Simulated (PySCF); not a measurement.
A side-by-side comparison of computed properties.

First species: C4H6O2S.
InChI=1S/C4H6O2S/c1-3-7(5,6)4-2/h3-4H,1-2H2

Second species: C₂H₃F.
SMILES: `C=CF`

Levels: PBE0/pcSseg-1 for dipole moment, HOMO energy, LUMO energy and HOMO–LUMO gap; GFN2-xTB for rotational constant A and rotational constant C. Geometries: GFN2-xTB. Each species is one conformer at its optimised geometry, gas phase, non-relativistic unless stated. Electronic properties by PySCF.

The conformers computed, where there is a choice (atom-mapped SMILES and torsion angles):
- `[CH2:1]=[CH:2][S:3](=[O:4])(=[O:5])[CH:6]=[CH2:7]`: C1–C2–S3–O4 135°, C2–S3–C6–C7 -110°

Values for the first species:

| Quantity | Value |
| --- | --- |
| Dipole moment | 4.63 D |
| HOMO energy | -8.34 eV |
| LUMO energy | -1.59 eV |
| HOMO–LUMO gap | 6.75 eV |
| Rotational constant A | 3.662 GHz |
| Rotational constant C | 1.653 GHz |

(1) Estimate the same properties for the second species, and the change in each.

Answers

(1) 
| property | first | second | second less first |
| --- | --- | --- | --- |
| dipole moment | 4.63 D | 1.43 D | -3.20 D |
| HOMO energy | -8.34 eV | -7.76 eV | +0.58 eV |
| LUMO energy | -1.59 eV | 0.36 eV | +1.95 eV |
| HOMO–LUMO gap | 6.75 eV | 8.12 eV | +1.37 eV |
| rotational constant A | 3.662 GHz | 65.979 GHz | +62.317 GHz |
| rotational constant C | 1.653 GHz | 9.208 GHz | +7.555 GHz |

On the first: In atomic units the dipole is 1.82 e·bohr (1 au = 2.5417 D). Point group C2 permits a dipole; with 4.63 D the species has a pure rotational spectrum.

On the second: The dipole matches unit charges of opposite sign 0.30 Å apart (1 e·Å = 4.8032 D).
